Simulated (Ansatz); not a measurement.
Heating and cooling a random packing of Zr3Nb6Ni11

A packing of 20 atoms, thrown in at random and pushed apart as soft spheres with like charges further apart (6 Nb, 11 Ni, 3 Zr) went through Langevin stages in a fixed cell of 15.23 Å³/atom, at one k point, without spin and with a Fermi–Dirac width of kT (0.05 eV at least). Theory: DFT PBE, scalar-relativistic, plane waves, PAW (Ansatz).

| thermostat (K) | duration (fs) | friction (1/fs) | cutoff (eV) | mean T (K) | mean P (GPa) | mean square displacement (Å²) |
| --- | --- | --- | --- | --- | --- | --- |
| 3040 | 72 | 0.030 | 320 | 2704 | 14.0 | 0.11 |
| 3040 | 192 | 0.030 | 420 | 3075 | 13.7 | 0.40 |
| 2190 | 171 | 0.030 | 420 | 1857 | 6.7 | 0.27 |
| 1210 | 213 | 0.030 | 420 | 1253 | 4.5 | 0.16 |
| 300 | 267 | 0.030 | 420 | 337 | -0.9 | 0.12 |

Means run over the second half of a stage; pressure includes the kinetic part; displacements count from the stage's start, the atoms' common shift taken off. In so short a run the atoms moved about a bond length or less in the hot stages, so this is an annealed packing, not a quenched equilibrium liquid.

Cell and atoms were then relaxed on coarser meshes and computed once more: Cutoff 420 eV; k points 5×5×5 on the computed 20-atom cell (Γ-centred); Gaussian smearing, width 0.10 eV; no spin polarisation.

What structure is left?

One draw of many: 15.01 Å³/atom with no gap on the mesh, 0.14 eV/atom below the elements' standard states (static lattices, no corrections for gases) (a random packing after short dynamics, relaxed).

Counting as bonded all pairs within 1.3 times the summed covalent radii:

```
atom → neighbour mean count mean length (Å) spread (Å)
         Nb → Nb        4.33             3.19        0.30
         Nb → Ni        8.00             2.77        0.29
         Nb → Zr        3.00             3.31        0.42
         Ni → Nb        4.36             2.77        0.29
         Ni → Ni        5.46             2.60        0.18
         Ni → Zr        2.00             2.96        0.36
         Zr → Nb        6.00             3.31        0.42
         Zr → Ni        7.33             2.96        0.36
         Zr → Zr        4.00             3.63        0.54
```

Angles between all pairs of such bonds at an atom (mean ± spread): 95 ± 35° at Nb, 97 ± 34° at Ni, 94 ± 35° at Zr.

```yaml
crystal:
  lattice:
    - [6.62638, -0.01695, -0.31844]
    - [0.01756, 7.23894, 0.46519]
    - [-0.31778, 0.45455, 6.30372]
  atoms:
    - { symbol: Ni, position: [0.67464, 0.94892, 0.26462] }
    - { symbol: Ni, position: [0.44143, 0.54676, 0.66158] }
    - { symbol: Ni, position: [0.52296, 0.22152, 0.94754] }
    - { symbol: Ni, position: [0.76312, 0.09999, 0.58778] }
    - { symbol: Ni, position: [0.61433, 0.53960, 0.02874] }
    - { symbol: Ni, position: [0.85537, 0.04385, 0.94834] }
    - { symbol: Ni, position: [0.74295, 0.60677, 0.39113] }
    - { symbol: Ni, position: [0.72160, 0.76493, 0.70900] }
    - { symbol: Ni, position: [0.42756, 0.95024, 0.53021] }
    - { symbol: Ni, position: [0.12659, 0.47461, 0.40911] }
    - { symbol: Ni, position: [0.37659, 0.70222, 0.28322] }
    - { symbol: Nb, position: [0.82640, 0.41238, 0.76067] }
    - { symbol: Nb, position: [0.85816, 0.27754, 0.23707] }
    - { symbol: Nb, position: [0.47029, 0.86987, 0.92964] }
    - { symbol: Nb, position: [0.94990, 0.71606, 0.07866] }
    - { symbol: Nb, position: [0.23802, 0.47572, 0.99135] }
    - { symbol: Nb, position: [0.49674, 0.32296, 0.38575] }
    - { symbol: Zr, position: [0.08624, 0.76389, 0.59569] }
    - { symbol: Zr, position: [0.20441, 0.05885, 0.17784] }
    - { symbol: Zr, position: [0.16989, 0.17767, 0.67535] }
```

The final mesh leaves forces up to 0.24 eV/Å and stresses up to 0.4 GPa: the relaxation ran on a coarser mesh, so the cell's shape, its bonds and its energy belong partly to that mesh.

Spin polarisation was left out, and a magnetic state may lie lower.

Cost: 6 runs of about 55 core-minutes in all (earlier runs that led there not counted), on AMD EPYC 7R13 Processor (Zen 3) (shared hosts).